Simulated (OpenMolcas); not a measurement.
# One shape, several levels: CF+ (SMILES [C+]F)

We compute a comparison of 6 runs (HF/3-21G, B3LYP/6-31G*, BHLYP/aug-cc-pVTZ, BLYP/aug-cc-pVTZ, M06-2X/aug-cc-pVTZ, PBE/aug-cc-pVTZ) of CF+. 

The results are computed with OpenMolcas 26.06.

1 further run of the same task is left out (set aside as unsound or not needed).

### 1 The structure to begin with

CF+ has 2 atoms, charge +1, and is taken as a singlet. SMILES: `[C+]F`. The shape is that of a PBE0-D4/def2-TZVP optimisation.

Bond lengths: C1–F2 1.153 Å.

### 2 Energy and gradient at HF/3-21G (run 1)

struct.xyz

```xyz
2

C      0.492270    -0.160830     0.253170
F     -0.492270     0.160830    -0.253170
```

mol.input

```
* CF Hartree-Fock
>>> EXPORT MOLCAS_PRINT=2
&GATEWAY
BASLIB
$CurrDir
COORD
struct.xyz
BASIS
3-21G
GROUP
NoSym
&SEWARD
&SCF
CHARGE
1
THRESHOLDS
1e-10 1e-07 1e-07 1e-05
PRORBITALS
0
&ALASKA
```

The basis set 3-21G is read from a file made from the Basis Set Exchange's data (not shown).

Run with:

```console
$ export MOLCAS_MEM=1860
$ pymolcas mol.input > mol.log
```

Log:

```text
--- Start Module: gateway ---
[...]
--- Stop Module: gateway /rc=_RC_ALL_IS_WELL_ ---
[...]
      Basis functions           18
[...]
--- Start Module: scf ---
[...]
       Convergence after  14 Iterations
[...]
::    Total SCF energy                               -136.0729730369
[...]
      Total spin, S                                     0.0000000000
[...]
      Total electronic charge=   14.000000
      Total            charge=    1.000000
[...]
      Dipole Moment (debye):
      Origin of the operator (angstrom)=   -0.1111    0.0363   -0.0572
                   X=  1.4909E+00               Y= -4.8708E-01               Z=  7.6674E-01           Total=  1.7458E+00
      Center of Charge (angstrom)
[...]
--- Stop Module: scf /rc=_RC_ALL_IS_WELL_ ---
--- Start Module: alaska ---
[...]
 *              Molecular gradients               *
 **************************************************
  Irreducible representation: a
 ------------------------------------------------------------------------------------------
                              X                       Y                       Z
 ------------------------------------------------------------------------------------------
  C1               -5.87461228359114E-02    1.91930016773352E-02   -3.02125986112669E-02
  F2                5.87461228359114E-02   -1.91930016773352E-02    3.02125986112687E-02
 ------------------------------------------------------------------------------------------
--- Stop Module: alaska /rc=_RC_ALL_IS_WELL_ ---
[...]
```

Run time: 2.3 s. Hardware: 1 thread of Intel Xeon Platinum 8259CL at 2.50GHz (Skylake/Cascade Lake), shared host; peak memory 0.37 GiB.

### 3 Energy and forces at B3LYP/6-31G(d) (Cartesian functions) (run 2)

input.xyz

```xyz
2

C      0.492270    -0.160830     0.253170
F     -0.492270     0.160830    -0.253170
```

test.inp

```
&gateway
baslib
$CurrDir
coord
input.xyz
basis
6-31Gs
group
NoSym
&seward
gridinput
Grid=UltraFine
End of Grid
&scf
charge
1
ksdft
B3LYP
thresholds
1e-10 1e-07 1e-07 1e-05
prorbitals
0
&alaska
```

The basis set 6-31G* is read from a file made from the Basis Set Exchange's data (not shown).

Run with:

```console
$ export MOLCAS_MEM=1860
$ pymolcas test.inp > test.log
```

Log:

```text
--- Start Module: gateway ---
[...]
--- Stop Module: gateway /rc=_RC_ALL_IS_WELL_ ---
[...]
      Basis functions           30
[...]
--- Start Module: scf ---
[...]
       Convergence after  13 Iterations
[...]
::    Total KS-DFT energy                            -137.4358631607
[...]
      Total spin, S                                     0.0000000000
[...]
      Total electronic charge=   14.000000
      Total            charge=    1.000000
[...]
      Dipole Moment (debye):
      Origin of the operator (angstrom)=   -0.1111    0.0363   -0.0572
                   X=  8.4217E-01               Y= -2.7514E-01               Z=  4.3312E-01           Total=  9.8617E-01
      Center of Charge (angstrom)
[...]
--- Stop Module: scf /rc=_RC_ALL_IS_WELL_ ---
[...]
--- Start Module: alaska ---
[...]
 *              Molecular gradients               *
 **************************************************
  Irreducible representation: a
 ------------------------------------------------------------------------------------------
                              X                       Y                       Z
 ------------------------------------------------------------------------------------------
  C1               -2.45929764709487E-02    8.03479473843804E-03   -1.26479449345638E-02
  F2                2.45929764709594E-02   -8.03479473843982E-03    1.26479449345602E-02
 ------------------------------------------------------------------------------------------
--- Stop Module: alaska /rc=_RC_ALL_IS_WELL_ ---
[...]
```

Wall time 5.4 s (1 thread of Intel Xeon Platinum 8259CL at 2.50GHz (Skylake/Cascade Lake), shared host); peak memory 0.37 GiB.

Run 3 isn't shown in full; the table further down has it.

### 4 Energy and forces at BLYP/aug-cc-pVTZ (run 4)

mol.input

```
&gateway
 baslib=$CurrDir
 coord
 2
 angstrom
 C        0.492270      -0.160830       0.253170
 F       -0.492270       0.160830      -0.253170
 basis=aug-cc-pVTZ
 group=NoSym

&seward
 gridinput
 Grid=UltraFine
 End of Grid

&scf
 charge=1
 ksdft=BLYP
 thresholds=1e-10 1e-07 1e-07 1e-05
 prorbitals=1 2

&alaska
```

The basis set aug-cc-pVTZ is read from a file made from the Basis Set Exchange's data (not shown).

Run with:

```console
$ export MOLCAS_MEM=1860
$ pymolcas mol.input > mol.log
```

Log:

```text
--- Start Module: gateway ---
[...]
--- Stop Module: gateway /rc=_RC_ALL_IS_WELL_ ---
[...]
      Basis functions           92
[...]
--- Start Module: scf ---
[...]
       Convergence after  16 Iterations
[...]
::    Total KS-DFT energy                            -137.4827411083
[...]
      Total spin, S                                     0.0000000000
[...]
      Total electronic charge=   14.000000
      Total            charge=    1.000000
[...]
      Dipole Moment (debye):
      Origin of the operator (angstrom)=   -0.1111    0.0363   -0.0572
                   X=  7.6626E-01               Y= -2.5035E-01               Z=  3.9408E-01           Total=  8.9729E-01
      Center of Charge (angstrom)
[...]
--- Stop Module: scf /rc=_RC_ALL_IS_WELL_ ---
[...]
--- Start Module: alaska ---
[...]
 *              Molecular gradients               *
 **************************************************
  Irreducible representation: a
 ------------------------------------------------------------------------------------------
                              X                       Y                       Z
 ------------------------------------------------------------------------------------------
  C1               -2.65569359091984E-02    8.67644179494187E-03   -1.36579914767836E-02
  F2                2.65569359091984E-02   -8.67644179494098E-03    1.36579914767871E-02
 ------------------------------------------------------------------------------------------
--- Stop Module: alaska /rc=_RC_ALL_IS_WELL_ ---
[...]
```

It took 23 s on 1 thread of Intel Xeon Platinum 8259CL at 2.50GHz (Skylake/Cascade Lake), shared host; peak memory 0.51 GiB.

Run 5 isn't shown in full; the table further down has it.

### 5 Energy and gradient at PBE/aug-cc-pVTZ (run 6)

coord.xyz

```xyz
2

C      0.492270    -0.160830     0.253170
F     -0.492270     0.160830    -0.253170
```

job.input

```
* CF Kohn-Sham DFT

&GATEWAY
 BasLib
 $CurrDir
 Coord
 coord.xyz
 Basis
 aug-cc-pVTZ
 Group
 NoSym

&SEWARD
 GridInput
 Grid=UltraFine
 End of Grid

&SCF
 Charge
 1
 KSDFT
 PBE
 Thresholds
 1e-10 1e-07 1e-07 1e-05
 PrOrbitals
 1 1

&ALASKA
```

The basis set aug-cc-pVTZ is read from a file made from the Basis Set Exchange's data (not shown).

Run with:

```console
$ export MOLCAS_MEM=1860
$ pymolcas job.input > job.log
```

Log:

```text
--- Start Module: gateway ---
[...]
--- Stop Module: gateway /rc=_RC_ALL_IS_WELL_ ---
[...]
      Basis functions           92
[...]
--- Start Module: scf ---
[...]
       Convergence after  16 Iterations
[...]
::    Total KS-DFT energy                            -137.3487148648
[...]
      Total spin, S                                     0.0000000000
[...]
      Total electronic charge=   14.000000
      Total            charge=    1.000000
[...]
      Dipole Moment (debye):
      Origin of the operator (angstrom)=   -0.1111    0.0363   -0.0572
                   X=  7.4203E-01               Y= -2.4243E-01               Z=  3.8162E-01           Total=  8.6892E-01
      Center of Charge (angstrom)
[...]
--- Stop Module: scf /rc=_RC_ALL_IS_WELL_ ---
[...]
--- Start Module: alaska ---
[...]
 *              Molecular gradients               *
 **************************************************
  Irreducible representation: a
 ------------------------------------------------------------------------------------------
                              X                       Y                       Z
 ------------------------------------------------------------------------------------------
  C1               -2.44724192032297E-02    7.99540735854043E-03   -1.25859434246545E-02
  F2                2.44724192032155E-02   -7.99540735853954E-03    1.25859434246545E-02
 ------------------------------------------------------------------------------------------
--- Stop Module: alaska /rc=_RC_ALL_IS_WELL_ ---
[...]
```

Wall time 23 s (1 thread of Intel Xeon Platinum 8259CL at 2.50GHz (Skylake/Cascade Lake), shared host); peak memory 0.51 GiB.

### 6 Overview of the runs

```tsv
run	level	Cartesian functions	integration grid	energy (Eh)	HOMO energy (eV)	LUMO energy (eV)	HOMO–LUMO gap (eV)	wall time
1	HF/3-21G	no	–	-136.072973	-26.70	-7.98	18.73	2.3 s
2	B3LYP/6-31G* (Cartesian functions)	yes	UltraFine	-137.435863	-21.67	-12.84	8.83	5.4 s
3	BHLYP/aug-cc-pVTZ	no	UltraFine	-137.436082	-23.72	-11.03	12.70	21 s
4	BLYP/aug-cc-pVTZ	no	UltraFine	-137.482741	-20.08	-13.86	6.22	23 s
5	M06-2X/aug-cc-pVTZ	no	UltraFine	-137.447855	-23.60	-11.14	12.46	26 s
6	PBE/aug-cc-pVTZ	no	UltraFine	-137.348715	-20.12	-13.92	6.20	23 s
```

### 7 Summary of results

```
                       quantity          value
            run 6: total energy  -137.34871 Eh
             run 6: HOMO energy      -20.12 eV
             run 6: LUMO energy      -13.92 eV
           run 6: HOMO–LUMO gap        6.20 eV
run 6: largest force on an atom     1.474 eV/Å
```

What this shows: The HOMO–LUMO gap runs from 6.20 eV (PBE/aug-cc-pVTZ) to 18.73 eV (HF/3-21G). The two ends differ in method and basis. Totals of different functionals can't be ranked against each other. All runs together took 100 s, the longest 26 s.
